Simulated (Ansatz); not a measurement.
**Scan of GaH⁻, quartet**

Starting geometry (PBE0/def2-TZVPD stationary point for this spin):

```json
{"atom": "Ga", "x (Å)": "0.0000", "y (Å)": "0.0000", "z (Å)": "0.0000"}
{"atom": "H", "x (Å)": "0.0000", "y (Å)": "0.0000", "z (Å)": "1.6026"}
```

From there H2 moves along the line of the two atoms named below, all else staying in place; atoms are numbered as listed. Energies are in eV, counted from the starting geometry at the same level.

Basis aug-cc-pVDZ; Ansatz 0.2.0. Correlated methods freeze the noble-gas cores and the filled d shells of p-block atoms. Prefix R: restricted or restricted open-shell reference; prefix U: unrestricted. Active spaces: valence = (5e, 5o) chosen from the atoms' valence shells. No spin–orbit coupling is included, and no scalar relativity.

The frozen core of the U runs drifts against the reference's along the scan: U less R at the highest common level changes by 14 meV, which enters the U errors.

Full CI is exact within this basis and frozen core; it isn't the basis-set limit. The frozen core follows each run's orbitals, which can shift R against U totals by a few meV for light atoms and by up to 0.1 eV past Ca.

| distance Ga1-H2 (Å) | full CI | unpaired electrons (full CI) | error RHF | error UHF | error RCCSD(T) | error UCCSD(T) | error UCCSDT | error MRCISD (valence space) |
| --- | --- | --- | --- | --- | --- | --- | --- | --- |
| 1.305 | 0.906 | 3.01 | -0.111 | -0.100 | -0.006 | -0.007 | -0.003 | -0.021 |
| 1.454 | 0.199 | 3.02 | -0.065 | -0.056 | -0.003 | -0.004 | -0.002 | -0.012 |
| 1.603 | 0.000 | 3.02 | 0.000 | 0.000 | 0.000 | 0.000 | 0.000 | 0.000 |
| 1.731 | 0.042 | 3.03 | 0.069 | 0.054 | 0.003 | 0.004 | 0.002 | 0.010 |
| 1.959 | 0.316 | 3.04 | 0.230 | 0.134 | 0.010 | 0.012 | 0.005 | 0.029 |
| 2.263 | 0.704 | 3.06 | 0.273 | 0.105 | 0.014 | 0.020 | 0.010 | 0.040 |
| 2.568 | 0.934 | 3.06 | 0.057 | -0.008 | 0.011 | 0.021 | 0.013 | 0.025 |
| 2.913 | 1.046 | 3.05 | -0.058 | -0.093 | 0.006 | 0.018 | 0.014 | 0.013 |
| 3.510 | 1.112 | 3.05 | -0.123 | -0.151 | 0.001 | 0.014 | 0.014 | -0.002 |
| 4.250 | 1.140 | 3.05 | -0.145 | -0.173 | 0.000 | 0.013 | 0.014 | -0.008 |
| 5.414 | 1.154 | 3.05 | -0.154 | -0.181 | 0.000 | 0.012 | 0.014 | -0.012 |

Unpaired electrons are Σ n²(2−n)² over natural occupations. Errors are those of relative energies. In total energy the starting point itself misses full CI by: RHF 1.782, UHF 1.740, RCCSD(T) 0.019, UCCSD(T) 0.003, UCCSDT -0.016, MRCISD (valence space) 0.074 eV.

Spread of the error over the points with a reference, to 5.414 Å (largest less smallest): UCCSDT 0.018, RCCSD(T) 0.020, UCCSD(T) 0.029, MRCISD (valence space) 0.061, UHF 0.315, RHF 0.427 eV.

Going outwards, the relative energy of UHF first misses by more than 0.043 eV (1 kcal/mol) at 1.731 Å.
